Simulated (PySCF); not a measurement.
Method: B3LYP-D3(BJ)/def2-TZVP // B3LYP-D3(BJ)/def2-SVP (PySCF 2.14.0). Gas-phase values, no solvent. B3LYP has the VWN-RPA correlation part, as in Gaussian. 

Reference species (SMILES): `N` (neutral, multiplicity 1).

```json
{
 "HOMO": "-7.45 eV",
 "dipole_moment": "1.78 D"
}
```

Changed species: `CSC` (free base S(CH3)2; the reference has free base NH3).

Q: What does the change do to the HOMO and dipole moment?

A: the HOMO rises by 1.40 eV, to -6.05 eV; the dipole moment drops by 0.25 D, to 1.53 D.
